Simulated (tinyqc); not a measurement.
Worked calculation (part 1 of 2): UHF in the sto-6g basis, for H2O, spin multiplicity 3. Computed by tinyqc, a small Python program that keeps every step (integrals from PySCF). Settings: charge = 0, multiplicity = 3, basis = sto-6g, energy threshold = 1e-10, iteration cap = 84, orthogonalisation = symmetric, start = atomic densities, DIIS depth = 6, method = UHF. Command: `OMP_NUM_THREADS=1 python tinyqc.py 31219 31220 out.jsonl` (the two numbers bound the seeds that draw the settings). One thread of a shared host (Intel(R) Xeon(R) Processor @ 2.60GHz), about 0.1 s of CPU time with the checks. Later iterations appear only in the table of the cycle.

## One-electron integrals

Geometry (angstrom):

| atom | x | y | z |
|---|---|---|---|
| O | 0.00000 | 0.00000 | 0.00000 |
| H | 0.00000 | 0.84400 | 0.74500 |
| H | 0.00000 | -0.84400 | 0.74500 |

Basis sto-6g: exponents (1/bohr^2) and contraction coefficients of normalised primitives:

| element | l (shell) | exponent | coefficient |
|---|---|---|---|
| O | s (1) | 1355.58423 | 0.00916 |
| O | s (1) | 248.54489 | 0.04936 |
| O | s (1) | 69.53390 | 0.16854 |
| O | s (1) | 23.88677 | 0.37056 |
| O | s (1) | 9.27593 | 0.41649 |
| O | s (1) | 3.82034 | 0.13033 |
| O | s (2) | 52.18776 | -0.01325 |
| O | s (2) | 10.32932 | -0.04699 |
| O | s (2) | 3.21034 | -0.03379 |
| O | s (2) | 1.23514 | 0.25024 |
| O | s (2) | 0.53642 | 0.59512 |
| O | s (2) | 0.24588 | 0.24071 |
| O | p (3) | 52.18776 | 0.00376 |
| O | p (3) | 10.32932 | 0.03768 |
| O | p (3) | 3.21034 | 0.17390 |
| O | p (3) | 1.23514 | 0.41804 |
| O | p (3) | 0.53642 | 0.42586 |
| O | p (3) | 0.24588 | 0.10171 |
| H | s (1) | 35.52322 | 0.00916 |
| H | s (1) | 6.51314 | 0.04936 |
| H | s (1) | 1.82214 | 0.16854 |
| H | s (1) | 0.62596 | 0.37056 |
| H | s (1) | 0.24308 | 0.41649 |
| H | s (1) | 0.10011 | 0.13033 |

Overlap, kinetic and nuclear-attraction integrals over the contracted functions; the nuclear repulsion is the sum of Za Zb / Rab.

nuclear repulsion = 7.8344132 hartree

overlap S, lower triangle:
```
          1O 1s    1O 2s   1O 2px    1O 2py   1O 2pz    2H 1s    3H 1s
1O 1s   1.00000
1O 2s   0.23114  1.00000
1O 2px  0.00000  0.00000  1.00000
1O 2py  0.00000  0.00000  0.00000   1.00000
1O 2pz  0.00000  0.00000  0.00000   0.00000  1.00000
2H 1s   0.03760  0.37358  0.00000   0.24759  0.21855  1.00000
3H 1s   0.03760  0.37358  0.00000  -0.24759  0.21855  0.19478  1.00000
```

kinetic energy T (hartree), lower triangle:
```
           1O 1s    1O 2s   1O 2px    1O 2py   1O 2pz     2H 1s    3H 1s
1O 1s   29.32720
1O 2s   -0.89602  0.84262
1O 2px   0.00000  0.00000  2.53131
1O 2py   0.00000  0.00000  0.00000   2.53131
1O 2pz   0.00000  0.00000  0.00000   0.00000  2.53131
2H 1s   -0.00612  0.06117  0.00000   0.12812  0.11309   0.76852
3H 1s   -0.00612  0.06117  0.00000  -0.12812  0.11309  -0.00378  0.76852
```

nuclear attraction V (hartree), lower triangle:
```
            1O 1s     1O 2s    1O 2px    1O 2py    1O 2pz     2H 1s     3H 1s
1O 1s   -62.19843
1O 2s    -6.36858  -9.93604
1O 2px    0.00000   0.00000  -9.87884
1O 2py    0.00000   0.00000   0.00000  -9.97460
1O 2pz   -0.01571  -0.18241   0.00000   0.00000  -9.95345
2H 1s    -1.18372  -2.84261   0.00000  -1.66285  -1.51920  -5.24300
3H 1s    -1.18372  -2.84261   0.00000   1.66285  -1.51920  -1.11061  -5.24300
```

core Hamiltonian H = T + V (hartree), lower triangle:
```
            1O 1s     1O 2s    1O 2px    1O 2py    1O 2pz     2H 1s     3H 1s
1O 1s   -32.87123
1O 2s    -7.26461  -9.09342
1O 2px    0.00000   0.00000  -7.34753
1O 2py    0.00000   0.00000   0.00000  -7.44329
1O 2pz   -0.01571  -0.18241   0.00000   0.00000  -7.42214
2H 1s    -1.18984  -2.78144   0.00000  -1.53473  -1.40611  -4.47448
3H 1s    -1.18984  -2.78144   0.00000   1.53473  -1.40611  -1.11439  -4.47448
```

## Two-electron integrals

Functions are numbered as in S; the eight-fold symmetry (ij|kl) = (ji|kl) = (kl|ij) leaves the list below.

Two-electron integrals (ij|kl) in chemists' order, unique and non-zero (hartree):
```
(11|11) 4.78749    (21|11) 0.67588    (21|21) 0.12150    (22|11) 1.11738
(22|21) 0.24921    (22|22) 0.81738    (31|31) 0.02576    (32|31) 0.03914
(32|32) 0.18066    (33|11) 1.11738    (33|21) 0.24921    (33|22) 0.81738
(33|33) 0.88066    (41|41) 0.02576    (42|41) 0.03914    (42|42) 0.18066
(43|43) 0.04746    (44|11) 1.11738    (44|21) 0.24921    (44|22) 0.81738
(44|33) 0.78574    (44|44) 0.88066    (51|51) 0.02576    (52|51) 0.03914
(52|52) 0.18066    (53|53) 0.04746    (54|54) 0.04746    (55|11) 1.11738
(55|21) 0.24921    (55|22) 0.81738    (55|33) 0.78574    (55|44) 0.78574
(55|55) 0.88066    (61|11) 0.11703    (61|21) 0.02018    (61|22) 0.04051
(61|33) 0.04043    (61|41) 0.00074    (61|42) 0.00145    (61|44) 0.04057
(61|51) 0.00066    (61|52) 0.00128    (61|54) 0.00013    (61|55) 0.04054
(61|61) 0.00341    (62|11) 0.29953    (62|21) 0.06781    (62|22) 0.24817
(62|33) 0.24395    (62|41) 0.00409    (62|42) 0.03084    (62|44) 0.25107
(62|51) 0.00361    (62|52) 0.02723    (62|54) 0.00628    (62|55) 0.24950
(62|61) 0.01134    (62|62) 0.09598    (63|31) 0.00733    (63|32) 0.04194
(63|43) 0.00628    (63|53) 0.00555    (63|63) 0.01316    (64|11) 0.16758
(64|21) 0.03846    (64|22) 0.15007    (64|33) 0.14343    (64|41) 0.00933
(64|42) 0.05930    (64|44) 0.16013    (64|51) 0.00176    (64|52) 0.01532
(64|54) 0.00919    (64|55) 0.14665    (64|61) 0.00670    (64|62) 0.07054
(64|64) 0.06437    (65|11) 0.14792    (65|21) 0.03395    (65|22) 0.13247
(65|33) 0.12661    (65|41) 0.00176    (65|42) 0.01532    (65|44) 0.13025
(65|51) 0.00889    (65|52) 0.05546    (65|54) 0.00950    (65|55) 0.14054
(65|61) 0.00592    (65|62) 0.06227    (65|64) 0.04520    (65|65) 0.05306
(66|11) 0.46097    (66|21) 0.10630    (66|22) 0.44639    (66|33) 0.42916
(66|41) 0.00786    (66|42) 0.08238    (66|44) 0.45822    (66|51) 0.00694
(66|52) 0.07272    (66|54) 0.02564    (66|55) 0.45180    (66|61) 0.01792
(66|62) 0.22478    (66|64) 0.18825    (66|65) 0.16617    (66|66) 0.77500
(71|11) 0.11703    (71|21) 0.02018    (71|22) 0.04051    (71|33) 0.04043
(71|41) -0.00074   (71|42) -0.00145   (71|44) 0.04057    (71|51) 0.00066
(71|52) 0.00128    (71|54) -0.00013   (71|55) 0.04054    (71|61) 0.00337
(71|62) 0.01099    (71|64) 0.00595    (71|65) 0.00574    (71|66) 0.01720
(71|71) 0.00341    (72|11) 0.29953    (72|21) 0.06781    (72|22) 0.24817
(72|33) 0.24395    (72|41) -0.00409   (72|42) -0.03084   (72|44) 0.25107
(72|51) 0.00361    (72|52) 0.02723    (72|54) -0.00628   (72|55) 0.24950
(72|61) 0.01099    (72|62) 0.07761    (72|64) 0.03951    (72|65) 0.04904
(72|66) 0.14802    (72|71) 0.01134    (72|72) 0.09598    (73|31) 0.00733
(73|32) 0.04194    (73|43) -0.00628   (73|53) 0.00555    (73|63) 0.01030
(73|73) 0.01316    (74|11) -0.16758   (74|21) -0.03846   (74|22) -0.15007
(74|33) -0.14343   (74|41) 0.00933    (74|42) 0.05930    (74|44) -0.16013
(74|51) -0.00176   (74|52) -0.01532   (74|54) 0.00919    (74|55) -0.14665
(74|61) -0.00595   (74|62) -0.03951   (74|64) -0.01034   (74|65) -0.02445
(74|66) -0.06816   (74|71) -0.00670   (74|72) -0.07054   (74|74) 0.06437
(75|11) 0.14792    (75|21) 0.03395    (75|22) 0.13247    (75|33) 0.12661
(75|41) -0.00176   (75|42) -0.01532   (75|44) 0.13025    (75|51) 0.00889
(75|52) 0.05546    (75|54) -0.00950   (75|55) 0.14054    (75|61) 0.00574
(75|62) 0.04904    (75|64) 0.02445    (75|65) 0.04076    (75|66) 0.10203
(75|71) 0.00592    (75|72) 0.06227    (75|74) -0.04520   (75|75) 0.05306
(76|11) 0.10907    (76|21) 0.02498    (76|22) 0.09999    (76|33) 0.09751
(76|44) 0.09919    (76|51) 0.00202    (76|52) 0.01850    (76|55) 0.10328
(76|61) 0.00414    (76|62) 0.03938    (76|64) 0.02507    (76|65) 0.02872
(76|66) 0.09878    (76|71) 0.00414    (76|72) 0.03938    (76|74) -0.02507
(76|75) 0.02872    (76|76) 0.02061    (77|11) 0.46097    (77|21) 0.10630
(77|22) 0.44639    (77|33) 0.42916    (77|41) -0.00786   (77|42) -0.08238
(77|44) 0.45822    (77|51) 0.00694    (77|52) 0.07272    (77|54) -0.02564
(77|55) 0.45180    (77|61) 0.01720    (77|62) 0.14802    (77|64) 0.06816
(77|65) 0.10203    (77|66) 0.31022    (77|71) 0.01792    (77|72) 0.22478
(77|74) -0.18825   (77|75) 0.16617    (77|76) 0.09878    (77|77) 0.77500
```

## Orthogonalisation

S = U s U^T; symmetric (Loewdin) form X = U s^(-1/2) U^T, so that X^T S X = 1.

eigenvalues of S: 0.45023  0.53918  0.88292  1.00000  1.10477  1.26605  1.75685

X, lower triangle:
```
           1O 1s     1O 2s   1O 2px    1O 2py    1O 2pz     2H 1s    3H 1s
1O 1s    1.02225
1O 2s   -0.13171   1.14465
1O 2px   0.00000   0.00000  1.00000
1O 2py   0.00000   0.00000  0.00000   1.06191
1O 2pz  -0.00690   0.07091  0.00000   0.00000   1.04062
2H 1s    0.01670  -0.21031  0.00000  -0.16116  -0.12089   1.12080
3H 1s    0.01670  -0.21031  0.00000   0.16116  -0.12089  -0.06790  1.12080
```

## Starting guess

The start is atomic minimal-basis densities projected into this basis (PySCF's MINAO start) and scaled to the electron count of each spin; this density is not idempotent, so its energy is not variational and may lie below the converged one.

D(alpha) at the start, lower triangle:
```
           1O 1s     1O 2s   1O 2px    1O 2py   1O 2pz    2H 1s    3H 1s
1O 1s    1.28302
1O 2s   -0.28967   1.25816
1O 2px   0.00000   0.00000  0.78455
1O 2py   0.00000   0.00000  0.00000   0.71719
1O 2pz   0.00822  -0.04634  0.00000   0.00000  0.74047
2H 1s   -0.00767   0.02868  0.00000   0.06831  0.04236  0.59466
3H 1s   -0.00767   0.02868  0.00000  -0.06831  0.04236  0.03806  0.59466
```

D(beta) at the start, lower triangle:
```
           1O 1s     1O 2s   1O 2px    1O 2py   1O 2pz    2H 1s    3H 1s
1O 1s    0.85534
1O 2s   -0.19311   0.83878
1O 2px   0.00000   0.00000  0.52303
1O 2py   0.00000   0.00000  0.00000   0.47812
1O 2pz   0.00548  -0.03089  0.00000   0.00000  0.49365
2H 1s   -0.00511   0.01912  0.00000   0.04554  0.02824  0.39644
3H 1s   -0.00511   0.01912  0.00000  -0.04554  0.02824  0.02537  0.39644
```

## Iteration 1: building the Fock matrix

J_ij = sum D_kl (ij|kl) with D = D(alpha) + D(beta), K_ij = sum D_kl (ik|jl) for each spin; F = H + J - K(s); E = tr D H + tr D J / 2 - 0.5 sum_s tr D(s) K(s) + E_nn.

Coulomb J (hartree), lower triangle:
```
           1O 1s    1O 2s   1O 2px    1O 2py   1O 2pz    2H 1s    3H 1s
1O 1s   17.20046
1O 2s    3.03477  7.96595
1O 2px   0.00000  0.00000  7.93188
1O 2py   0.00000  0.00000  0.00000   7.98900
1O 2pz   0.01263  0.14743  0.00000   0.00000  7.97696
2H 1s    0.50874  2.44959  0.00000   1.48786  1.35657  4.69364
3H 1s    0.50874  2.44959  0.00000  -1.48786  1.35657  1.01477  4.69364
```

exchange K(alpha) (hartree), lower triangle:
```
          1O 1s    1O 2s   1O 2px    1O 2py   1O 2pz    2H 1s    3H 1s
1O 1s   5.96486
1O 2s   0.92643  1.60449
1O 2px  0.00000  0.00000  1.02147
1O 2py  0.00000  0.00000  0.00000   1.06925
1O 2pz  0.00769  0.07128  0.00000   0.00000  1.05977
2H 1s   0.17674  0.61615  0.00000   0.29415  0.29214  0.74294
3H 1s   0.17674  0.61615  0.00000  -0.29415  0.29214  0.26769  0.74294
```

exchange K(beta) (hartree), lower triangle:
```
          1O 1s    1O 2s   1O 2px    1O 2py   1O 2pz    2H 1s    3H 1s
1O 1s   3.97657
1O 2s   0.61762  1.06966
1O 2px  0.00000  0.00000  0.68098
1O 2py  0.00000  0.00000  0.00000   0.71284
1O 2pz  0.00513  0.04752  0.00000   0.00000  0.70651
2H 1s   0.11783  0.41077  0.00000   0.19610  0.19476  0.49529
3H 1s   0.11783  0.41077  0.00000  -0.19610  0.19476  0.17846  0.49529
```

F(alpha) (hartree), lower triangle:
```
            1O 1s     1O 2s    1O 2px    1O 2py    1O 2pz     2H 1s     3H 1s
1O 1s   -21.63563
1O 2s    -5.15626  -2.73196
1O 2px    0.00000   0.00000  -0.43712
1O 2py    0.00000   0.00000   0.00000  -0.52354
1O 2pz   -0.01077  -0.10626   0.00000   0.00000  -0.50495
2H 1s    -0.85784  -0.94800   0.00000  -0.34102  -0.34168  -0.52378
3H 1s    -0.85784  -0.94800   0.00000   0.34102  -0.34168  -0.36730  -0.52378
```

F(beta) (hartree), lower triangle:
```
            1O 1s     1O 2s    1O 2px    1O 2py    1O 2pz     2H 1s     3H 1s
1O 1s   -19.64734
1O 2s    -4.84745  -2.19713
1O 2px    0.00000   0.00000  -0.09663
1O 2py    0.00000   0.00000   0.00000  -0.16712
1O 2pz   -0.00821  -0.08250   0.00000   0.00000  -0.15170
2H 1s    -0.79892  -0.74262   0.00000  -0.24297  -0.24430  -0.27613
3H 1s    -0.79892  -0.74262   0.00000   0.24297  -0.24430  -0.27807  -0.27613
```

total energy of this density = -76.1937330 hartree

This density is the starting one; it is not idempotent, so its energy is not variational and may lie below the converged one.

## Iteration 1: diagonalisation and new density

Diagonalise F' = X^T F X, C = X C', fill 6 alpha and 4 beta electrons from the bottom; D(s) = C_occ C_occ^T. Each column has its largest component positive (the first on a tie).

F' = X^T F X (alpha) (hartree), lower triangle:
```
           1         2         3         4         5         6         7
1  -21.31883
2   -2.50850  -1.66034
3    0.00000   0.00000  -0.43712
4    0.00000   0.00000   0.00000  -0.36506
5   -0.02252   0.05554   0.00000   0.00000  -0.39652
6   -0.12355  -0.46268   0.00000  -0.32861  -0.26307  -0.11415
7   -0.12355  -0.46268   0.00000   0.32861  -0.26307  -0.12716  -0.11415
```

orbital energies (alpha) (hartree): MO1 -21.63694, MO2 -1.63709, MO3 -0.67772, MO4 -0.59307, MO5 -0.43712, MO6 0.25009, MO7 0.32567

coefficients C (alpha):
```
             MO1       MO2       MO3       MO4      MO5       MO6       MO7
1O 1s    0.99798  -0.22835   0.00000   0.07016  0.00000   0.09958   0.00000
1O 2s    0.00890   0.91645   0.00000  -0.38335  0.00000  -0.65889   0.00000
1O 2px   0.00000   0.00000   0.00000   0.00000  1.00000   0.00000   0.00000
1O 2py   0.00000   0.00000   0.75384   0.00000  0.00000   0.00000  -0.78187
1O 2pz   0.00094   0.08050   0.00000   0.81069  0.00000  -0.67342   0.00000
2H 1s   -0.00094   0.11755   0.33549   0.26268  0.00000   0.72842   0.78735
3H 1s   -0.00094   0.11755  -0.33549   0.26268  0.00000   0.72842  -0.78735
```

F' = X^T F X (beta) (hartree), lower triangle:
```
           1         2         3         4         5         6        7
1  -19.31257
2   -2.49873  -1.17987
3    0.00000   0.00000  -0.09663
4    0.00000   0.00000   0.00000  -0.02203
5   -0.02732   0.06149   0.00000   0.00000  -0.05403
6   -0.10313  -0.39323   0.00000  -0.29109  -0.22849   0.07092
7   -0.10313  -0.39323   0.00000   0.29109  -0.22849  -0.10932  0.07092
```

orbital energies (beta) (hartree): MO1 -19.65307, MO2 -1.11336, MO3 -0.34481, MO4 -0.25472, MO5 -0.09663, MO6 0.43627, MO7 0.50301

coefficients C (beta):
```
             MO1       MO2       MO3       MO4      MO5       MO6       MO7
1O 1s    0.99548  -0.23143   0.00000   0.08440  0.00000  -0.10626   0.00000
1O 2s    0.02004   0.88579   0.00000  -0.44342  0.00000   0.66289   0.00000
1O 2px   0.00000   0.00000   0.00000   0.00000  1.00000   0.00000   0.00000
1O 2py   0.00000   0.00000   0.69505   0.00000  0.00000   0.00000   0.83457
1O 2pz   0.00196   0.07431   0.00000   0.76579  0.00000   0.72473   0.00000
2H 1s   -0.00351   0.14721   0.39180   0.30424  0.00000  -0.70652  -0.76089
3H 1s   -0.00351   0.14721  -0.39180   0.30424  0.00000  -0.70652   0.76089
```

D(alpha) after iteration 1, lower triangle:
```
           1O 1s     1O 2s   1O 2px    1O 2py    1O 2pz    2H 1s    3H 1s
1O 1s    1.06295
1O 2s   -0.29291   1.42106
1O 2px   0.00000   0.00000  1.00000
1O 2py   0.00000   0.00000  0.00000   0.56828
1O 2pz  -0.02762   0.20672  0.00000   0.00000   1.11719
2H 1s    0.06319  -0.47293  0.00000   0.25290  -0.26812  0.72597
3H 1s    0.06319  -0.47293  0.00000  -0.25290  -0.26812  0.50087  0.72597
```

D(beta) after iteration 1, lower triangle:
```
           1O 1s     1O 2s   1O 2px    1O 2py   1O 2pz     2H 1s    3H 1s
1O 1s    1.05166
1O 2s   -0.22247   0.98163
1O 2px   0.00000   0.00000  0.00000
1O 2py   0.00000   0.00000  0.00000   0.48309
1O 2pz   0.04939  -0.27370  0.00000   0.00000  0.59196
2H 1s   -0.01189  -0.00458  0.00000   0.27232  0.24392   0.26775
3H 1s   -0.01189  -0.00458  0.00000  -0.27232  0.24392  -0.03927  0.26775
```

## Iteration 2: building the Fock matrix

As before.

Coulomb J (hartree), lower triangle:
```
           1O 1s    1O 2s   1O 2px    1O 2py   1O 2pz    2H 1s    3H 1s
1O 1s   17.12018
1O 2s    3.02640  7.95990
1O 2px   0.00000  0.00000  7.89397
1O 2py   0.00000  0.00000  0.00000   7.97930
1O 2pz   0.00762  0.11418  0.00000   0.00000  8.00644
2H 1s    0.50706  2.44416  0.00000   1.48499  1.34936  4.68497
3H 1s    0.50706  2.44416  0.00000  -1.48499  1.34936  1.01195  4.68497
```

exchange K(alpha) (hartree), lower triangle:
```
          1O 1s    1O 2s   1O 2px    1O 2py   1O 2pz    2H 1s    3H 1s
1O 1s   4.93457
1O 2s   0.78041  1.39666
1O 2px  0.00000  0.00000  1.17419
1O 2py  0.00000  0.00000  0.00000   0.98756
1O 2pz  0.00228  0.03896  0.00000   0.00000  1.19357
2H 1s   0.14050  0.44124  0.00000   0.29635  0.21766  0.67532
3H 1s   0.14050  0.44124  0.00000  -0.29635  0.21766  0.22001  0.67532
```

exchange K(beta) (hartree), lower triangle:
```
          1O 1s     1O 2s   1O 2px    1O 2py   1O 2pz    2H 1s    3H 1s
1O 1s   4.87814
1O 2s   0.72392   1.11118
1O 2px  0.00000   0.00000  0.25542
1O 2py  0.00000   0.00000  0.00000   0.85770
1O 2pz  0.00154  -0.07126  0.00000   0.00000  0.90251
2H 1s   0.13023   0.39877  0.00000   0.28118  0.24972  0.50805
3H 1s   0.13023   0.39877  0.00000  -0.28118  0.24972  0.14570  0.50805
```

F(alpha) (hartree), lower triangle:
```
            1O 1s     1O 2s    1O 2px    1O 2py    1O 2pz     2H 1s     3H 1s
1O 1s   -20.68562
1O 2s    -5.01861  -2.53017
1O 2px    0.00000   0.00000  -0.62776
1O 2py    0.00000   0.00000   0.00000  -0.45155
1O 2pz   -0.01038  -0.10719   0.00000   0.00000  -0.60927
2H 1s    -0.82328  -0.77852   0.00000  -0.34609  -0.27442  -0.46483
3H 1s    -0.82328  -0.77852   0.00000   0.34609  -0.27442  -0.32245  -0.46483
```

F(beta) (hartree), lower triangle:
```
            1O 1s     1O 2s   1O 2px    1O 2py    1O 2pz     2H 1s     3H 1s
1O 1s   -20.62919
1O 2s    -4.96213  -2.24470
1O 2px    0.00000   0.00000  0.29101
1O 2py    0.00000   0.00000  0.00000  -0.32169
1O 2pz   -0.00964   0.00303  0.00000   0.00000  -0.31822
2H 1s    -0.81301  -0.73605  0.00000  -0.33092  -0.30647  -0.29756
3H 1s    -0.81301  -0.73605  0.00000   0.33092  -0.30647  -0.24814  -0.29756
```

total energy of this density = -75.4017309 hartree

## Iteration 2: DIIS over 2 matrices

error matrix X^T (FDS - SDF) X (alpha):
```
         1        2        3         4        5        6         7
1  0.00000  0.00000  0.00000   0.00000  0.00000  0.00000   0.00000
2  0.00000  0.00000  0.00000   0.00000  0.00000  0.00000   0.00000
3  0.00000  0.00000  0.00000   0.00000  0.00000  0.00000   0.00000
4  0.00000  0.00000  0.00000   0.00000  0.00000  0.02711  -0.02711
5  0.00000  0.00000  0.00000   0.00000  0.00000  0.00000   0.00000
6  0.00000  0.00000  0.00000  -0.02711  0.00000  0.00000   0.00000
7  0.00000  0.00000  0.00000   0.02711  0.00000  0.00000   0.00000
```

B (overlaps of the stored error matrices):
```
                1               2
1   2.4465266e+00  -3.8515133e-02
2  -3.8515133e-02   9.5499007e-03
```

Minimise |sum c_i e_i|^2 with sum c_i = 1: solve [B -1; -1 0][c; lambda] = [0; -1] with B_ij = tr e_i^T e_j summed over both spins, and take F = sum c_i F_i.

DIIS coefficients: 0.01897  0.98103

extrapolated F(alpha) (hartree), lower triangle:
```
            1O 1s     1O 2s    1O 2px    1O 2py    1O 2pz     2H 1s     3H 1s
1O 1s   -20.70365
1O 2s    -5.02122  -2.53400
1O 2px    0.00000   0.00000  -0.62414
1O 2py    0.00000   0.00000   0.00000  -0.45292
1O 2pz   -0.01039  -0.10718   0.00000   0.00000  -0.60729
2H 1s    -0.82394  -0.78174   0.00000  -0.34599  -0.27569  -0.46595
3H 1s    -0.82394  -0.78174   0.00000   0.34599  -0.27569  -0.32330  -0.46595
```

extrapolated F(beta) (hartree), lower triangle:
```
            1O 1s     1O 2s   1O 2px    1O 2py    1O 2pz     2H 1s     3H 1s
1O 1s   -20.61056
1O 2s    -4.95995  -2.24379
1O 2px    0.00000   0.00000  0.28366
1O 2py    0.00000   0.00000  0.00000  -0.31875
1O 2pz   -0.00961   0.00140  0.00000   0.00000  -0.31506
2H 1s    -0.81274  -0.73618  0.00000  -0.32925  -0.30529  -0.29715
3H 1s    -0.81274  -0.73618  0.00000   0.32925  -0.30529  -0.24871  -0.29715
```
